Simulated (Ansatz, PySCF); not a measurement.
System: C3H8O, charge 0, singlet. C3H8O (methoxyethane, SMILES C(OC)C).
B3LYP-D3(BJ)/def2-TZVP minimum from Ansatz (a quantum-chemistry and plane-wave program):
```
C
H 1 1.0999
H 1 1.0999 2 107.18
O 1 1.4156 2 109.77 3 119.17
C 4 1.4088 1 112.87 2 -58.78
H 5 1.0890 4 107.48 1 180.00
H 5 1.0982 6 109.00 4 120.97
H 5 1.0982 6 109.00 7 118.06
C 1 1.5130 2 110.66 3 -120.74
H 9 1.0908 1 110.53 2 179.36
H 9 1.0908 10 108.33 1 -121.24
H 9 1.0915 10 108.52 11 -117.64
```

Total energies in hartree (Ansatz). UHF or UKS for unpaired electrons; spin-orbit terms are left out. Correlated methods leave the cores frozen. No relativity. For partners of very few electrons the exact lower level stands in for a higher one.

```csv
species,HF/cc-pVTZ,CCSD(T)/cc-pVTZ,HF/cc-pVQZ,CCSD(T)/cc-pVQZ,CCSD(T)/cc-pVDZ,CCSDT(Q)/cc-pVDZ
1: C3H8O (SMILES COCC),-193.17939,-194.02144,-193.19317,-194.08181,-193.80921,-193.81132
2: O (triplet),-74.81176,-74.97396,-74.81729,-74.99357,-74.90995,-74.91013
3: C (triplet),-37.69157,-37.78076,-37.69331,-37.78654,-37.76038,-37.76071
4: H (doublet),-0.49981,-0.49981,-0.49995,-0.49995,-0.49928,-0.49928
```

Work out the enthalpy of formation at 298 K (by atomisation, with rigid-rotor harmonic-oscillator terms from PySCF's Hessian at B3LYP-D3(BJ)/def2-TZVP and the atoms' measured values of the G2/97 table; no spin-orbit terms) in kcal/mol: take Hartree-Fock from cc-pVQZ, extrapolate the CCSD(T) correlation energy as X^-3 (X = 3, 4), and add CCSDT(Q) - CCSD(T) in cc-pVDZ. The further terms named in the bracket sum to +1.66342 hartree. 1 hartree = 627.51 kcal/mol.


Species 1: correlation (64·(-0.88864) - 27·(-0.84205))/37 = -0.92264; step -0.00211; E1 = -193.19317 + (-0.92264) + (-0.00211) = -194.11792
Species 2: correlation (64·(-0.17628) - 27·(-0.16220))/37 = -0.18655; step -0.00018; E2 = -74.81729 + (-0.18655) + (-0.00018) = -75.00402
Species 3: correlation (64·(-0.09323) - 27·(-0.08919))/37 = -0.09618; step -0.00033; E3 = -37.69331 + (-0.09618) + (-0.00033) = -37.78982
Species 4: correlation (64·(0.00000) - 27·(0.00000))/37 = 0.00000; step +0.00000; E4 = -0.49995 + (0.00000) + (+0.00000) = -0.49995
+1·E1 -1·E2 -3·E3 -8·E4 +1.66342 = -0.08142 hartree = -51.1 kcal/mol. Measured: -51.7 kcal/mol, -216.3 kJ/mol (G2/97 table in ASE (Curtiss et al.)); atomic spin-orbit terms, which the calculations lack, would raise the computed values. The composite differs from it by +0.6 kcal/mol; core, relativistic and spin-orbit terms are not in it.
